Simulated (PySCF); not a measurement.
# AlFOH: relaxation and vibrations of the doublet

Where does doublet AlFOH go from a linear start, is the end point a minimum, and what are its modes, charges and moments?

Computed with PySCF 2.14.0. Level: PBE0, basis Al def2-TZVP, F def2-TZVP, O def2-TZVP, H def2-TZVP, no relativity, density fitting.

**1. Where the work starts**

4 atoms, charge 0, spin multiplicity 2.

Bond lengths: Al1–F2 1.900 Å, Al1–O3 1.890 Å, O3–H4 0.960 Å. Angles: F2–Al1–O3 180.0°, Al1–O3–H4 130.0°.

```xyz
4
charge 0 multiplicity 2
Al    0.0000    0.0000    0.0000
F     0.0000    0.0000    1.9000
O     0.0000    0.0000   -1.8900
H     0.7354    0.0000   -2.5071
```

**2. Finding the electronic state**

One driver script runs all steps and calls PySCF; scf.py shows how it sets up the SCF of each step. The optimiser is the driver's own. After this first run the driver tries any further starts and a stability analysis.

Input file scf.py:

```python
from pyscf import gto, scf, dft
mol = gto.M(atom='''
Al     0.000000     0.000000     0.000000
F      0.000000     0.000000     1.900000
O      0.000000     0.000000    -1.890000
H      0.735400     0.000000    -2.507100''',
    basis={'Al': 'def2-TZVP', 'F': 'def2-TZVP', 'O': 'def2-TZVP', 'H': 'def2-TZVP'},
    charge=0, spin=1)
mf = dft.UKS(mol, xc='PBE0')
mf.grids.atom_grid = (50, 194)
aux = {'Al': 'def2-universal-JKFIT', 'F': 'def2-universal-JKFIT', 'O': 'def2-universal-JKFIT', 'H': 'def2-universal-JKFIT'}
mf = mf.density_fit(auxbasis=aux)
mf.conv_tol = 1e-08
mf.diis_space = 10
mf.max_cycle = 60
mf.init_guess = 'minao'
mf.verbose = 4
mf.kernel()
```

On the command line:

```sh
OMP_NUM_THREADS=4 python axn.py task.json out
```

Standard output:

```text
init E= -417.758495862432
[... the frontier-level lines of each cycle are left out ...]
cycle= 1 E= -417.718833323988  delta_E= 0.0397  |g|= 0.74  |ddm|=  1.2
cycle= 2 E= -416.603416290698  delta_E= 1.12  |g|=  1.8  |ddm|= 1.27
cycle= 3 E= -417.924331441566  delta_E= -1.32  |g|= 0.0936  |ddm|= 0.959
cycle= 4 E= -417.92422851823  delta_E= 0.000103  |g|= 0.12  |ddm|= 0.144
cycle= 5 E= -417.929175820622  delta_E= -0.00495  |g|= 0.017  |ddm|= 0.0564
cycle= 6 E= -417.929290758572  delta_E= -0.000115  |g|= 0.0045  |ddm|= 0.0133
cycle= 7 E= -417.929302503196  delta_E= -1.17e-05  |g|= 0.000977  |ddm|= 0.00449
cycle= 8 E= -417.929303820838  delta_E= -1.32e-06  |g|= 0.000327  |ddm|= 0.00175
cycle= 9 E= -417.929304017972  delta_E= -1.97e-07  |g|= 0.00012  |ddm|= 0.000766
cycle= 10 E= -417.929304041556  delta_E= -2.36e-08  |g|= 3.2e-05  |ddm|= 0.000279
cycle= 11 E= -417.929304043425  delta_E= -1.87e-09  |g|= 5.97e-06  |ddm|= 8.65e-05
Extra cycle  E= -417.929304043459  delta_E= -3.44e-11  |g|= 5.57e-06  |ddm|= 1.14e-05
converged SCF energy = -417.929304043459  <S^2> = 0.75387485  2S+1 = 2.0038711
```

This step, with its further starts and checks, took 3.7 s on 4 threads of Arm Neoverse V1, shared host.

No lower solution of this spin turned up in the test of internal stability.

**3. Linear start, doublet: relaxation**

The program finds Cs symmetry in the start, which this walk keeps. The walk stops when the largest gradient is under 0.0003 Eh/bohr and the energy has settled too.

Edit scf.py of step 2 so:

```diff
@@ -3,4 +3,4 @@
-Al     0.000000     0.000000     0.000000
-F      0.000000     0.000000     1.900000
-O      0.000000     0.000000    -1.890000
-H      0.735400     0.000000    -2.507100''',
+Al    -0.011768     0.000000    -0.053028
+F     -0.011768     0.000000     1.846972
+O     -0.011768     0.000000    -1.943028
+H      0.723632     0.000000    -2.560128''',
@@ -16 +15,0 @@
-mf.init_guess = 'minao'
```

Energy and gradient, step by step:

```tsv
step	energy (Eh)	change (kJ/mol)	largest symmetric gradient (Eh/bohr)
0	-417.929304	0.00	0.06104
1	-417.954122	-65.16	0.03139
2	-417.957874	-75.01	0.03900
3	-417.964494	-92.39	0.02061
4	-417.967476	-100.22	0.05320
5	-417.972569	-113.59	0.03173
6	-417.976600	-124.18	0.01919
7	-417.983025	-141.04	0.00788
8	-417.983812	-143.11	0.00659
9	-417.984159	-144.02	0.00637
10	-417.984682	-145.40	0.01073
11	-417.985126	-146.56	0.01683
12	-417.985502	-147.55	0.00229
13	-417.985554	-147.68	0.00179
14	-417.985561	-147.70	0.00056
15	-417.985562	-147.71	0.00018
```

The walk took 17 s.

Geometry (Å) and forces (eV/Å) at some steps:

```
step 0
Al  -0.012   0.000  -0.053  -0.055   0.000   0.167
F   -0.012   0.000   1.847   0.094   0.000  -3.139
O   -0.012   0.000  -1.943  -0.207   0.000   2.769
H    0.724   0.000  -2.560   0.167   0.000   0.203
step 1
Al  -0.019   0.000  -0.067  -0.198   0.000  -0.058
F    0.008   0.000   1.674   0.120   0.000  -1.614
O   -0.017   0.000  -1.842   0.351   0.000   1.288
H    0.717   0.000  -2.474  -0.273   0.000   0.385
step 8
Al  -0.567   0.000  -0.119   0.172   0.000   0.320
F    0.357   0.000   1.267  -0.124   0.000  -0.272
O    0.048   0.000  -1.669   0.056   0.000  -0.339
H    0.850   0.000  -2.189  -0.105   0.000   0.292
step 15
Al  -0.612   0.000  -0.145   0.000   0.000   0.009
F    0.446   0.000   1.129   0.009   0.000  -0.004
O   -0.039   0.000  -1.737  -0.012   0.000   0.001
H    0.893   0.000  -1.957   0.003   0.000  -0.006
```

End point (Cs, 15 steps, 147.7 kJ/mol gained): Al–F 1.656 Å, Al–O 1.692 Å, O–H 0.958 Å; Al–O–H 123.1°, F–Al–O 120.5°.

**4. Frequencies**

On the finer grid the gradient is checked again; gradients at displacements of ±0.02 bohr then give force constants and infrared intensities.

Edit scf.py of step 3 so:

```diff
@@ -3,4 +3,4 @@
-Al    -0.011768     0.000000    -0.053028
-F     -0.011768     0.000000     1.846972
-O     -0.011768     0.000000    -1.943028
-H      0.723632     0.000000    -2.560128''',
+Al    -0.482073     0.000000     0.050441
+F      0.562506     0.000000     1.334891
+O      0.086072     0.000000    -1.542500
+H      1.014737     0.000000    -1.777528''',
@@ -10 +10 @@
-mf.grids.atom_grid = (50, 194)
+mf.grids.atom_grid = (75, 302)
@@ -13 +13 @@
-mf.conv_tol = 1e-08
+mf.conv_tol = 1e-10
```

The driver hands on the density of the step before, so the log starts near convergence.

Log of the central SCF (cycles and frontier levels):

```text
init E= -417.985539482579
[... the frontier-level lines of each cycle are left out ...]
cycle= 1 E= -417.985539482565  delta_E= 1.37e-11  |g|= 8.57e-06  |ddm|= 5.89e-06
Extra cycle  E= -417.985539482531  delta_E= 3.43e-11  |g|= 1.38e-05  |ddm|= 8.81e-06
converged SCF energy = -417.985539482531  <S^2> = 0.751166  2S+1 = 2.0011657
```

The whole step took 43 s.

Geometry: Cs; Al–F 1.656 Å, Al–O 1.691 Å, O–H 0.958 Å; Al–O–H 123.8°, F–Al–O 121.3°.

Harmonic modes (main isotopes):

| symmetry | ω (cm⁻¹) | IR (km/mol) | μ (u) |
| --- | --- | --- | --- |
| a' | 216 | 44.1 | 5.28 |
| a'' | 314 | 149 | 1.22 |
| a' | 578 | 112 | 1.44 |
| a' | 769 | 91.0 | 6.70 |
| a' | 900 | 127 | 10.79 |
| a' | 3925 | 65.2 | 1.07 |

All wavenumbers are real: a minimum.

Constants and moments:

```
Dipole moment                                                   : 0.65 D
Highest occupied level                                          : -6.57 eV
Lowest empty level                                              : -2.86 eV
Rotational constants                                            : 1.41, 0.22, 0.1903 cm⁻¹
Zero-point energy                                               : 40.1 kJ/mol
Principal polarisabilities                                      : 30.1, 34.9, 36.3 bohr³
Atomisation energy without zero-point energy                    : 1420 kJ/mol
Principal traceless quadrupole moments about the centre of mass : -9.43, 3.46, 5.98 D Å
Entropy at 298.15 K and 1 bar (electronic part: spin only)      : 279.4 J/(mol K)
Heat capacity Cp at 298.15 K                                    : 57.3 J/(mol K)
Enthalpy at 298.15 K above 0 K                                  : 13.21 kJ/mol
Rotational symmetry number                                      : 1
Spin squared ⟨S²⟩                                               : 0.751
```

Populations by atom (charges in e):

```csv
atom,Mulliken,Löwdin,polar tensor,spin (Mulliken),Mayer order to Al1
Al1,0.56,0.02,1.04,0.94,–
F2,-0.34,-0.05,-0.57,0.03,1.09
O3,-0.54,-0.14,-0.76,0.01,1.22
H4,0.31,0.17,0.29,0.02,0.05
```

Outer orbital energies (eV). α occupied: -27.56, -14.55, -12.98, -11.64, -11.59, -10.01, -9.55, -6.57; empty: -1.03, 0.54, 0.97, 2.59. β occupied: -31.88, -27.46, -14.31, -12.73, -11.55, -11.52, -9.92, -9.53; empty: -2.86, 0.09, 1.00, 1.67.

Mulliken populations on Al1: s 5.04, p 6.92, d 0.38, f 0.09.

**5. Results**

| quantity | value |
| --- | --- |
| minimum | doublet, Cs |
| geometry | Al–F 1.656 Å, Al–O 1.691 Å, O–H 0.958 Å; Al–O–H 123.8°, F–Al–O 121.3° |
| wavenumbers (cm⁻¹) | 216 (a'), 314 (a''), 578 (a'), 769 (a'), 900 (a'), 3925 (a') |
| dipole moment | 0.65 D |
| highest occupied, lowest empty level (either spin) | -6.57, -2.86 eV |
| polar-tensor charge of Al1 | +1.04 e |
| zero-point energy | 40.1 kJ/mol |
| entropy at 298.15 K | 279.4 J/(mol K) |
| atomisation energy (no zero-point energy) | 1420 kJ/mol |
| ⟨S²⟩ | 0.751 |

In words: The linear start keeps its Cs symmetry and ends in a minimum. The strongest infrared band lies at 314 cm⁻¹ (a''). Most of the spin sits on Al1 (Mulliken spin 0.94, against 1 for the whole molecule). Other starts or spin states, not run here, may lie lower.

The search up to here took 64 s.
